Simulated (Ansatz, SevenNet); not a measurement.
Elastic constant C44 (GPa) of solids drawn from the class of oxides, at two levels: the machine-learned potential SevenNet-0 (trained on PBE and PBE+U data), and r²SCAN in Ansatz (PAW).

```csv
solid,SevenNet-0,r²SCAN,shift (%)
cubic perovskite KTaO3,88.0,108,+23
cubic perovskite BaZrO3,80.0,91.0,+13.8
anatase TiO2 (metastable phase),41.0,50.6,+23
stishovite (SiO2),214,257,+20
rock-salt SrO,47.9,55.5,+15.9
corundum Ga2O3 (metastable phase),61.2,87.6,+43
rock-salt MgO,103,157,+52
rutile SnO2,74.3,99.5,+34
rock-salt CaO,69.2,79.3,+14.6
A-type hexagonal La2O3,46.5,63.7,+37
```

The shifts run from +13.8 % to +52 %, with a median of +23 %.

Over all 10 rows r²SCAN is the larger in 10.

Ansatz's runs of these crystals have no spin polarisation.

Spin–orbit coupling is left out, also for the solids with elements from indium on (cubic perovskite KTaO3, cubic perovskite BaZrO3, rutile SnO2, A-type hexagonal La2O3); its size isn't shown.

Each level is taken at its own relaxed cell. Ansatz's density-functional and Hartree–Fock values are scalar-relativistic unless marked +SOC, with PAW data made under PBE.

Ansatz is a first-principles code.
